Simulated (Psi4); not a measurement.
# BH3Cl− (SMILES [H][B-]([H])([H])Cl) at CCSD/DZ (Cartesian functions)

Aim: the vertical singlet–triplet gap of BH3Cl− at CCSD/DZ (Cartesian functions), from 2 runs. 

The results are computed with Psi4 1.11.

2 further runs of the same task are left out: 2 set aside as unsound or not needed.

## Step 1: Starting point

The species is BH3Cl− (5 atoms), meant as a singlet with charge -1. SMILES: `[H][B-]([H])([H])Cl`. The shape is that of a GFN2-xTB optimisation.

Bond lengths: B1–Cl2 1.875 Å, B1–H3 1.207 Å, B1–H4 1.208 Å, B1–H5 1.207 Å. Angles: Cl2–B1–H3 106.7°, Cl2–B1–H4 106.7°, Cl2–B1–H5 106.7°, H3–B1–H4 112.1°, H3–B1–H5 112.2°, H4–B1–H5 112.1°.

## Step 2: The energy at CCSD/DZ (Cartesian functions)

input.dat reads:

```
memory 1.6 GB

molecule {
  -1 1
  B
  Cl 1 1.874537
  H 1 1.207075 2 106.66473
  H 1 1.208179 3 112.08203 2 116.40969
  H 1 1.206801 3 112.15052 4 127.13969
}

set basis DZ
set scf_type pk
set freeze_core true

energy('ccsd')
```

Started as:

```console
$ psi4 -n 1 input.dat output.dat
```

output.dat:

```text
[...]
  Running in c1 symmetry.
[...]
  Nuclear repulsion =   42.139727934941362
[...]
  Multiplicity = 1
[...]
  Nalpha       = 13
  Nbeta        = 13
[...]
    Number of basis functions: 34
[...]
   @RHF iter   1:  -485.88091128417881   -6.31092e-01   6.69387e-03 ADIIS/DIIS
[...]
   @RHF iter   9:  -485.91112084294787   -7.44649e-12   5.93523e-09 DIIS
[...]
    Orbital Energies [Eh]
    ---------------------
    Doubly Occupied:
       1A   -104.559515     2A    -10.283614     3A     -7.750112
       4A     -7.747425     5A     -7.747425     6A     -7.362514
       7A     -0.830858     8A     -0.471096     9A     -0.272496
      10A     -0.272297    11A     -0.239049    12A     -0.168884
      13A     -0.168764
[...]
  @RHF Final Energy:  -485.91112084294787
   => Energetics <=
    Nuclear Repulsion Energy =             42.1397279349413623
    One-Electron Energy =                -760.3535957516468216
    Two-Electron Energy =                 232.3027469737576212
    Total Energy =                       -485.9111208429478665
[...]
 Multipole Moments:
 ------------------------------------------------------------------------------------
     Multipole            Electronic (a.u.)      Nuclear  (a.u.)        Total (a.u.)
 ------------------------------------------------------------------------------------
 L = 1.  Multiply by 2.5417464519 to convert [e a0] to [Debye]
 Dipole X            :          0.0033045           -0.0018228            0.0014816
 Dipole Y            :          0.0005895           -0.0002018            0.0003877
 Dipole Z            :          4.8694937           -3.9321733            0.9373204
 Magnitude           :                                                    0.9373216
[...]
      * MP2 total energy                      = -486.019748593625422
[...]
      * CCSD total energy                     = -486.042593463185142
[...]
```

Wall time 2.6 s (1 thread of Intel Xeon Platinum 8375C at 2.90GHz (Ice Lake), shared host); peak memory 0.19 GiB.

## Step 3: The triplet at the same level

calc.py reads:

```python
import psi4

psi4.set_memory(1600000000)
psi4.set_num_threads(1)
psi4.set_output_file('output.dat', False)

m = psi4.geometry("""
-1 3
B     -0.00241885     0.00308025    -0.31560316
Cl     0.02570028    -0.03994881     3.22638610
H      2.17753141     0.02150508    -0.98689057
H     -1.10858893     1.90049756    -0.93919388
H     -1.09222391    -1.88515299    -0.98469849
units au
""")

psi4.set_options({
    'basis': 'DZ',
    'reference': 'uhf',
    'scf_type': 'pk',
    'freeze_core': True,
})

E = psi4.energy("ccsd")
print(f'total energy {E:.8f} hartree = {E * 27.211386:.5f} eV')
for k, v in sorted(psi4.core.scalar_variables().items()):
    print(f'{k:45s} {v:18.10f}')
```

Started as:

```console
$ python calc.py
```

output.dat:

```text
[...]
  Running in c1 symmetry.
[...]
  Nuclear repulsion =   42.139721504774762
[...]
  Multiplicity = 3
[...]
  Nalpha       = 14
  Nbeta        = 12
[...]
    Number of basis functions: 34
[...]
   @UHF iter   1:  -485.56256364732099   -3.12745e-01   7.01262e-03 DIIS/ADIIS
[...]
   @UHF iter  38:  -485.61793670657465   -1.15392e-11   3.86524e-09 DIIS
[...]
   @S^2 Observed:                2.011498565E+00
[...]
    Orbital Energies [Eh]
    ---------------------
    Alpha Occupied:
       1A   -104.699301     2A    -10.423960     3A     -7.900106
       4A     -7.885258     5A     -7.881578     6A     -7.382895
       7A     -0.978304     8A     -0.535228     9A     -0.392650
      10A     -0.351849    11A     -0.340636    12A     -0.266300
      13A     -0.226355    14A      0.146253
    Alpha Virtual:
      15A      0.390899    16A      0.396741    17A      0.570600
      18A      0.643370    19A      0.660446    20A      0.666103
      21A      0.674698    22A      1.019990    23A      1.049822
      24A      1.080670    25A      1.339361    26A      1.540792
[...]
  @UHF Final Energy:  -485.61793670657465
   => Energetics <=
    Nuclear Repulsion Energy =             42.1397215047747622
    One-Electron Energy =                -757.9048564943868769
    Two-Electron Energy =                 230.1471982830374259
    Total Energy =                       -485.6179367065746533
  UHF NO Occupations:
  HONO-2 :   12  A 1.9955022
  HONO-1 :   13  A 1.0000000
[...]
 Multipole Moments:
 ------------------------------------------------------------------------------------
     Multipole            Electronic (a.u.)      Nuclear  (a.u.)        Total (a.u.)
 ------------------------------------------------------------------------------------
 L = 1.  Multiply by 2.5417464519 to convert [e a0] to [Debye]
 Dipole X            :         -0.0425786           -0.0314238           -0.0740023
 Dipole Y            :          0.0914136            0.0495856            0.1409993
 Dipole Z            :          7.1712474           -3.9317361            3.2395113
 Magnitude           :                                                    3.2434226
[...]
      * MP2 total energy                      = -485.734513566325688
[...]
      * CCSD total energy                     = -485.761012119112252
```

Standard output:

```text
total energy -485.76101212 hartree = -13218.23040 eV
CC D1 DIAGNOSTIC                                    0.0000000000
CC D2 DIAGNOSTIC                                    0.0000000000
CC NEW D1 DIAGNOSTIC                                0.0000000000
CC T1 DIAGNOSTIC                                    0.0429717825
CCSD CORRELATION ENERGY                            -0.1430754125
CCSD DOUBLES ENERGY                                -0.1430754125
CCSD ITERATIONS                                    35.0000000000
CCSD OPPOSITE-SPIN CORRELATION ENERGY              -0.1165819562
CCSD SAME-SPIN CORRELATION ENERGY                  -0.0264934563
CCSD SINGLES ENERGY                                 0.0000000000
CCSD TOTAL ENERGY                                -485.7610121191
CURRENT CORRELATION ENERGY                         -0.1430754125
CURRENT ENERGY                                   -485.7610121191
CURRENT REFERENCE ENERGY                         -485.6179367066
DD SOLVATION ENERGY                                 0.0000000000
HF KINETIC ENERGY                                 486.0152020850
HF POTENTIAL ENERGY                              -971.6331387916
HF TOTAL ENERGY                                  -485.6179367066
HF VIRIAL RATIO                                     1.9991826071
MP2 CORRELATION ENERGY                             -0.1165768597
MP2 DOUBLES ENERGY                                 -0.1165768597
MP2 OPPOSITE-SPIN CORRELATION ENERGY               -0.0917533805
MP2 SAME-SPIN CORRELATION ENERGY                   -0.0248234793
MP2 SINGLES ENERGY                                 -0.0000000000
MP2 TOTAL ENERGY                                 -485.7345135663
NUCLEAR REPULSION ENERGY                           42.1397215048
ONE-ELECTRON ENERGY                              -757.9048564944
PCM POLARIZATION ENERGY                             0.0000000000
PE ENERGY                                           0.0000000000
SCF ITERATION ENERGY                             -485.6179367066
SCF ITERATIONS                                     38.0000000000
SCF TOTAL ENERGY                                 -485.6179367066
TWO-ELECTRON ENERGY                               230.1471982830
```

Wall time 4.8 s (1 thread of Intel Xeon Platinum 8375C at 2.90GHz (Ice Lake), shared host); peak memory 0.19 GiB.

## Step 4: Results

Level: CCSD/DZ (Cartesian functions), 6 core orbitals frozen.

| quantity | value |
| --- | --- |
| singlet: total energy | -486.04259 Eh |
| singlet: HOMO energy (Hartree–Fock orbitals) | -4.59 eV |
| singlet: LUMO energy (Hartree–Fock orbitals) | 10.04 eV |
| singlet: HOMO–LUMO gap (to an unbound level, set by the basis) | 14.64 eV |
| singlet: correlation energy (6 core orbitals frozen) | -131.5 mEh |
| singlet: T1 diagnostic | 0.008 |
| triplet: total energy | -485.76101 Eh |
| triplet: HOMO energy (Hartree–Fock orbitals) (highest over α and β) | 3.98 eV |
| triplet: correlation energy (6 core orbitals frozen) | -143.1 mEh |
| triplet: ⟨S²⟩ of the reference determinant | 2.011 |
| triplet: T1 diagnostic | 0.043 |
| vertical energy of the triplet above the singlet | 7.662 eV |

**Reading.** At this shape the triplet lies 7.66 eV (739 kJ/mol) above the singlet. For an anion a state so high probably lies above electron detachment. The HOMO (triplet) lies at positive energy, 3.98 eV: the electron is unbound at this level or held by a compact basis; values depend on the basis.
